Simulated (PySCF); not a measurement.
H2S. Atoms are numbered in the order given.

```xyz
3

S      0.0000     0.0000    -0.1047
H      0.0000    -0.9705     0.8376
H      0.0000     0.9705     0.8376
```

Geometry: PBE-D3(BJ)/def2-TZVPD.

Calculation: PySCF with PBE-D3(BJ)/def2-TZVPD.

Frequencies are harmonic and unscaled.

```csv
mode,ν (cm⁻¹),IR (km/mol),Raman (Å⁴/amu),depolarisation,moving atoms (share of kinetic energy)
1,1164,0.2,4.4,0.69,H 97 %
2,2629,0.1,169.5,0.07,H 97 %
3,2644,0.1,66.3,0.75,H 97 %
```
